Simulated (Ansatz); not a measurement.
Input file:

```yaml
crystal:
  periodic: [false, false, false]
  atoms:
    - {symbol: F, position_ang: [0.000000, 0.000000, 0.000000]}
    - {symbol: As, position_ang: [0.000000, 0.000000, 1.737000]}
basis:
  gaussian: {orbitals: def2-SVP, fitting: {mean_field: def2-universal-jkfit}}
total_charge: 1
magnetization: {spin_polarized: false, initial_magnetization: 1}
correlation: {method: ccsd_t, electrons: outside_noble_gas}
scf: {lower_state_search: off}
```

```sh
$ ansatz run in.yaml --threads 1 --pin off --events-out ev --progress --plain --max-ram 2393MiB
```

Log:

```
these checks for a lower state are left out or cut short: stability, starts, cluster_reference, orbital_swaps, neighbouring_geometries, increment
343 factors; integrals over basis functions are off by at most 8.7e-2 eV
mean field evaluation 1: about -63474.4172 eV, gradient 6.3e1 eV
mean field evaluation 2: about -63468.3663 eV, gradient 8.2e1 eV
mean field evaluation 4: about -63482.1118 eV, gradient 2.2e0 eV
mean field evaluation 8: about -63482.1356 eV, gradient 2.5e-6 eV
mean field -63482.13560796 eV, -2332.9254538557 hartree, gradient 2.5e-6 eV, S^2 0.750000; 0 other end points of the search recorded, 0 dependent functions left out
15 core orbitals not correlated: weight in the atoms' cores, before any rotation towards them, 0.999 or more for the frozen orbitals, at most 0.001 for the correlated occupied ones
reference -63482.13560796 eV, -2332.9254538557 hartree; 6, 5 occupied and 25, 26 virtual orbitals, 343 factors
second order -7.15866891 eV of doubles, -0.06892896 eV of singles
cycle   1  -7.17242293 eV  change    5.6e-2 eV  update   1.2e-1
cycle   2  -7.45861582 eV  change   -2.9e-1 eV  update   4.6e-2
cycle   3  -7.56618571 eV  change   -1.1e-1 eV  update   2.8e-2
cycle   4  -7.56607479 eV  change    1.1e-4 eV  update   9.0e-3
cycle   5  -7.56241027 eV  change    3.7e-3 eV  update   4.4e-3
cycle   6  -7.56357351 eV  change   -1.2e-3 eV  update   1.5e-3
cycle   7  -7.56342437 eV  change    1.5e-4 eV  update   5.5e-4
cycle   8  -7.56327773 eV  change    1.5e-4 eV  update   1.6e-4
cycle   9  -7.56333157 eV  change   -5.4e-5 eV  update   8.5e-5
cycle  10  -7.56334642 eV  change   -1.5e-5 eV  update   3.7e-5
cycle  11  -7.56334187 eV  change    4.5e-6 eV  update   1.9e-5
cycle  12  -7.56335108 eV  change   -9.2e-6 eV  update   6.9e-6
perturbative correction -0.21362793 eV, -0.0078506817 hartree
Total energy: -63489.91258697 eV, -2333.2112525628 hartree
Checks for a lower state left out: stability, starts, cluster_reference, orbital_swaps, neighbouring_geometries, increment
```

Ran on 1 thread of Intel Xeon Platinum 8259CL, shared host: 1.1 s wall, 0.17 GiB peak host memory.
